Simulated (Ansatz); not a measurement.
Basis sets compared for Al2H3⁺ (the lowest singlet isomer of a short search). Charge 1, multiplicity 1. Geometry PBE-D4/def2-TZVP. Ansatz on 2 threads of Intel Xeon Platinum 8488C on a shared host; times are rough, and most runs start from earlier orbitals.

```xyz
5

Al    0.947    0.476   -1.109
Al   -0.720   -0.364    0.848
H     0.081   -0.849    2.117
H     1.922    0.971   -2.264
H    -2.230   -0.233    0.408
```

The structure comes from a short search, and lower isomers may exist.

```json
{"level": "HF/STO-3G", "functions": "21", "energy (Eh)": "-479.5870", "HOMO (eV)": "-12.51", "LUMO (eV)": "1.46", "wall time": "0.05 s"}
{"level": "PBE-D4/def2-SVP", "functions": "51", "energy (Eh)": "-485.9019", "HOMO (eV)": "-11.91", "LUMO (eV)": "-8.83", "wall time": "0.3 s"}
{"level": "PBE0-D4/def2-SVP", "functions": "51", "energy (Eh)": "-485.9526", "HOMO (eV)": "-12.92", "LUMO (eV)": "-8.06", "wall time": "0.35 s"}
```

(1) Estimate the rows for HF/def2-TZVP, PBE-D4/def2-TZVP, PBE0-D4/def2-TZVP (with forces).

Answers

(1) 
```csv
level,functions,energy (Eh),HOMO (eV),LUMO (eV),wall time
HF/def2-TZVP,92,-485.3140,-15.22,-5.23,0.25 s
PBE-D4/def2-TZVP,92,-486.0760,-11.86,-8.83,0.45 s
PBE0-D4/def2-TZVP (with forces),92,-486.1237,-12.87,-8.04,0.8 s
```
